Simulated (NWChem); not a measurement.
System: formaldehyde (CH₂O); SMILES C=O

NWChem input:

```
start job
memory heap 200 mb stack 900 mb global 1100 mb
geometry units angstroms
  C      0.000000     0.000000     0.526296
  O      0.000000     0.000000    -0.680091
  H      0.000000    -0.937942     1.121227
  H      0.000000     0.937942     1.121227
end
basis spherical
  * library def2-tzvpd
end
dft
  xc hfexch
  iterations 150
end
driver
  maxiter 120
end
task dft optimize
task dft freq
```

Output (shortened):

```
             Northwest Computational Chemistry Package (NWChem) 7.3.0
             --------------------------------------------------------

 C2V symmetry detected

                             Geometry "geometry" -> ""
                             -------------------------

 Output coordinates in angstroms (scale by  1.889725989 to convert to a.u.)

  No.       Tag          Charge          X              Y              Z
 ---- ---------------- ---------- -------------- -------------- --------------
    1 C                    6.0000     0.00000000     0.00000000     0.52882713
    2 O                    8.0000     0.00000000     0.00000000    -0.67755988
    3 H                    1.0000     0.00000000    -0.93794200     1.12375813
    4 H                    1.0000     0.00000000     0.93794200     1.12375813

 Effective nuclear repulsion energy (a.u.)      31.2233382077

      Symmetry information
      --------------------

 Group name             C2v
 Group number             16
 Group order               4
 No. of unique centers     3

                                Z-matrix (autoz)
                                --------

 Units are Angstrom for bonds and degrees for angles

      Type          Name      I     J     K     L     M      Value
      ----------- --------  ----- ----- ----- ----- ----- ----------
    1 Stretch                  1     2                       1.20639
    2 Stretch                  1     3                       1.11071
    3 Stretch                  1     4                       1.11071
    4 Bend                     2     1     3               122.38671
    5 Bend                     2     1     4               122.38671
    6 Bend                     3     1     4               115.22658
    7 Torsion                  2     1     3     4         180.00000
    8 Torsion                  2     1     4     3         180.00000
    9 Torsion                  3     1     2     4         180.00000
   10 Torsion                  2     4     1     3         180.00000
   11 Torsion                  3     2     1     4         180.00000
   12 Torsion                  2     3     1     4         180.00000

  xc_inp: hfexch multiplicative factor not found.

                           NWChem Geometry Optimization
                           ----------------------------

 maximum gradient threshold         (gmax) =   0.000450
 rms gradient threshold             (grms) =   0.000300
 maximum cartesian step threshold   (xmax) =   0.001800
 rms cartesian step threshold       (xrms) =   0.001200
 fixed trust radius                (trust) =   0.300000
 source of zmatrix                         =   autoz

          -------------------
          Energy Minimization
          -------------------

 Using diagonal initial Hessian
 Scaling for Hessian diagonals: bonds = 1.00  angles = 0.25  torsions = 0.10

          --------
          Step   0

                                 NWChem DFT Module
                                 -----------------

 Summary of "ao basis" -> "ao basis" (spherical)
 ------------------------------------------------------------------------------
       Tag                 Description            Shells   Functions and Types
 ---------------- ------------------------------  ------  ---------------------
 C                         def2-tzvpd               13       37   6s3p3d1f
 O                         def2-tzvpd               14       40   6s4p3d1f
 H                         def2-tzvpd                5        9   3s2p

      Symmetry analysis of basis
      --------------------------

        a1         42
        a2         10
        b1         19
        b2         24

            General Information
            -------------------
          SCF calculation type: DFT
          Wavefunction type:  closed shell.
          No. of atoms     :     4
          No. of electrons :    16
           Alpha electrons :     8
            Beta electrons :     8
          Charge           :     0
          Spin multiplicity:     1
          Use of symmetry is: on ; symmetry adaption is: on
          Maximum number of iterations: 150
          AO basis - number of functions:    95
                     number of shells:    37
          Convergence on energy requested:  1.00D-06
          Convergence on density requested:  1.00D-05
          Convergence on gradient requested:  5.00D-04

              XC Information
              --------------
                     Hartree-Fock (Exact) Exchange  1.000

      Superposition of Atomic Density Guess
      -------------------------------------

 Sum of atomic energies:        -113.45537839

      Non-variational initial energy
      ------------------------------

 Total energy =    -114.120851
 1-e energy   =    -215.906211
 2-e energy   =      70.562021
 HOMO         =      -0.332625
 LUMO         =      -0.048252

      Symmetry analysis of molecular orbitals - initial
      -------------------------------------------------

  Numbering of irreducible representations:

     1 a1          2 a2          3 b1          4 b2

  Orbital symmetries:

     1 a1          2 a1          3 a1          4 a1          5 b2
     6 a1          7 b1          8 b2          9 b1         10 a1
    11 a1         12 b2         13 b1         14 a1         15 b2
    16 a1         17 a2         18 b1

   convergence    iter        energy       DeltaE   RMS-Dens  Diis-err
 ---------------- ----- ----------------- --------- --------- ---------
 d= 0,ls=0.0,diis     1   -113.8439460756 -1.45D+02  5.37D-03  6.16D-01
 d= 0,ls=0.0,diis     2   -113.8767407644 -3.28D-02  2.16D-03  4.56D-01
 d= 0,ls=0.0,diis     3   -113.9155584524 -3.88D-02  4.94D-04  3.45D-03
 d= 0,ls=0.0,diis     4   -113.9163520672 -7.94D-04  1.74D-04  4.80D-04
 d= 0,ls=0.0,diis     5   -113.9164861661 -1.34D-04  1.22D-04  9.33D-05
  Resetting Diis
 d= 0,ls=0.0,diis     6   -113.9165262280 -4.01D-05  4.48D-05  1.33D-05
 d= 0,ls=0.0,diis     7   -113.9165299583 -3.73D-06  6.44D-06  2.67D-07
 d= 0,ls=0.0,diis     8   -113.9165300142 -5.59D-08  2.41D-06  5.50D-08

         Total DFT energy =     -113.916530014164
      One electron energy =     -217.232442160786
           Coulomb energy =       86.172680345798
    Exchange-Corr. energy =      -14.080106406923
 Nuclear repulsion energy =       31.223338207747

 Numeric. integr. density =        0.000000000000

                  Occupations of the irreducible representations
                  ----------------------------------------------

                     irrep           alpha         beta
                     --------     --------     --------
                     a1                5.0          5.0
                     a2                0.0          0.0
                     b1                1.0          1.0
                     b2                2.0          2.0

                       DFT Final Molecular Orbital Analysis
                       ------------------------------------

 Vector    6  Occ=2.000000D+00  E=-6.533925D-01  Symmetry=a1
              MO Center= -4.9D-26, -2.0D-12, -3.9D-01, r^2= 1.2D+00
   Bfn.  Coefficient  Atom+Function         Bfn.  Coefficient  Atom+Function
  ----- ------------  ---------------      ----- ------------  ---------------
    46      0.374071  2 O  pz                49      0.307852  2 O  pz
     9     -0.271706  1 C  pz                42     -0.210045  2 O  s
    41     -0.193948  2 O  s                 12     -0.191165  1 C  pz
    52      0.122044  2 O  pz                40     -0.115332  2 O  s
    79     -0.090526  3 H  s                 88     -0.090526  4 H  s

 Vector    7  Occ=2.000000D+00  E=-5.380648D-01  Symmetry=b1
              MO Center=  8.7D-16, -2.3D-16, -2.9D-01, r^2= 9.7D-01
   Bfn.  Coefficient  Atom+Function         Bfn.  Coefficient  Atom+Function
  ----- ------------  ---------------      ----- ------------  ---------------
    44      0.358448  2 O  px                47      0.328724  2 O  px
     7      0.231929  1 C  px                10      0.219423  1 C  px
    50      0.190312  2 O  px                13      0.070178  1 C  px
    24      0.033630  1 C  d  1              64     -0.032547  2 O  d  1

 Vector    8  Occ=2.000000D+00  E=-4.431699D-01  Symmetry=b2
              MO Center= -9.9D-16,  9.7D-16, -3.4D-02, r^2= 1.6D+00
   Bfn.  Coefficient  Atom+Function         Bfn.  Coefficient  Atom+Function
  ----- ------------  ---------------      ----- ------------  ---------------
    45      0.396509  2 O  py                48      0.357546  2 O  py
    51      0.249603  2 O  py                79      0.182120  3 H  s
    88     -0.182120  4 H  s                 14     -0.144056  1 C  py
     8     -0.139644  1 C  py                11     -0.120334  1 C  py
    78      0.106240  3 H  s                 87     -0.106240  4 H  s

[...]

      ----------------------
      Optimization converged
      ----------------------

  Step       Energy      Delta E   Gmax     Grms     Xrms     Xmax
  ---- ---------------- -------- -------- -------- -------- --------
@    3    -113.91855416 -6.3D-07  0.00004  0.00002  0.00064  0.00125
                                     ok       ok       ok       ok

                                Z-matrix (autoz)
                                --------

 Units are Angstrom for bonds and degrees for angles

      Type          Name      I     J     K     L     M      Value     Gradient
      ----------- --------  ----- ----- ----- ----- ----- ---------- ----------
    1 Stretch                  1     2                       1.17756   -0.00003
    2 Stretch                  1     3                       1.09361   -0.00000
    3 Stretch                  1     4                       1.09361   -0.00000
    4 Bend                     2     1     3               121.97918    0.00002
    5 Bend                     2     1     4               121.97918    0.00002
    6 Bend                     3     1     4               116.04163   -0.00004
    7 Torsion                  2     1     3     4         180.00000    0.00000
    8 Torsion                  2     1     4     3         180.00000    0.00000
    9 Torsion                  3     1     2     4         180.00000    0.00000
   10 Torsion                  2     4     1     3         180.00000    0.00000
   11 Torsion                  3     2     1     4         180.00000    0.00000
   12 Torsion                  2     3     1     4         180.00000    0.00000

                         Geometry "geometry" -> "geometry"
                         ---------------------------------

 Output coordinates in angstroms (scale by  1.889725989 to convert to a.u.)

  No.       Tag          Charge          X              Y              Z
 ---- ---------------- ---------- -------------- -------------- --------------
    1 C                    6.0000     0.00000000     0.00000000     0.52949109
    2 O                    8.0000     0.00000000     0.00000000    -0.64806556
    3 H                    1.0000     0.00000000    -0.92764415     1.10867899
    4 H                    1.0000     0.00000000     0.92764415     1.10867899

 Effective nuclear repulsion energy (a.u.)      31.9242419864

      Symmetry information
      --------------------

 Group name             C2v
 Group number             16
 Group order               4
 No. of unique centers     3

                Final and change from initial internal coordinates
                --------------------------------------------------

                                Z-matrix (autoz)
                                --------

 Units are Angstrom for bonds and degrees for angles

      Type          Name      I     J     K     L     M      Value       Change
      ----------- --------  ----- ----- ----- ----- ----- ---------- ----------
    1 Stretch                  1     2                       1.17756   -0.02883
    2 Stretch                  1     3                       1.09361   -0.01710
    3 Stretch                  1     4                       1.09361   -0.01710
    4 Bend                     2     1     3               121.97918   -0.40753
    5 Bend                     2     1     4               121.97918   -0.40753
    6 Bend                     3     1     4               116.04163    0.81505
    7 Torsion                  2     1     3     4         180.00000    0.00000
    8 Torsion                  2     1     4     3         180.00000    0.00000
    9 Torsion                  3     1     2     4         180.00000    0.00000
   10 Torsion                  2     4     1     3         180.00000    0.00000
   11 Torsion                  3     2     1     4         180.00000    0.00000
   12 Torsion                  2     3     1     4         180.00000    0.00000

 ==============================================================================
                                internuclear distances
 ------------------------------------------------------------------------------
       center one      |      center two      | atomic units |  angstroms
 ------------------------------------------------------------------------------
    2 O                |   1 C                |     2.22526  |     1.17756
    3 H                |   1 C                |     2.06662  |     1.09361
    4 H                |   1 C                |     2.06662  |     1.09361
 ------------------------------------------------------------------------------
                         number of included internuclear distances:          3
 ==============================================================================

[...]

 Rotational Constants
 --------------------
 A=   9.719013 cm-1  ( 13.983179 K)
 B=   1.353564 cm-1  (  1.947434 K)
 C=   1.188098 cm-1  (  1.709370 K)

 Temperature                      =   298.15K
 frequency scaling parameter      =   1.0000

 Zero-Point correction to Energy  =   17.985 kcal/mol  (  0.028660 au)
 Thermal correction to Energy     =   19.775 kcal/mol  (  0.031513 au)
 Thermal correction to Enthalpy   =   20.367 kcal/mol  (  0.032457 au)

 Total Entropy                    =   52.067 cal/mol-K
   - Translational                =   36.114 cal/mol-K (mol. weight =  30.0106)
   - Rotational                   =   15.901 cal/mol-K (symmetry #  =        2)
   - Vibrational                  =    0.052 cal/mol-K

 Cv (constant volume heat capacity) =    6.266 cal/mol-K
   - Translational                  =    2.979 cal/mol-K
   - Rotational                     =    2.979 cal/mol-K
   - Vibrational                    =    0.307 cal/mol-K

[normal modes left out]

 ----------------------------------------------------------------------------
 Normal Eigenvalue ||           Projected Infra Red Intensities
  Mode   [cm**-1]  || [atomic units] [(debye/angs)**2] [(KM/mol)] [arbitrary]
 ------ ---------- || -------------- ----------------- ---------- -----------
    1       -0.000 ||    0.012710           0.293        12.391       3.592
    2       -0.000 ||    0.002969           0.068         2.894       0.839
    3       -0.000 ||    0.010910           0.252        10.636       3.084
    4       -0.000 ||    0.011596           0.268        11.305       3.278
    5        0.000 ||    0.009634           0.222         9.392       2.723
    6        0.000 ||    0.000017           0.000         0.017       0.005
    7     1335.602 ||    0.003970           0.092         3.871       1.122
    8     1366.551 ||    0.021521           0.496        20.979       6.083
    9     1647.455 ||    0.019729           0.455        19.233       5.576
   10     1993.430 ||    0.164843           3.803       160.697      46.591
   11     3087.398 ||    0.067744           1.563        66.040      19.147
   12     3155.983 ||    0.098923           2.282        96.435      27.960
 ----------------------------------------------------------------------------
```

Level: Hartree-Fock/def2-TZVPD.
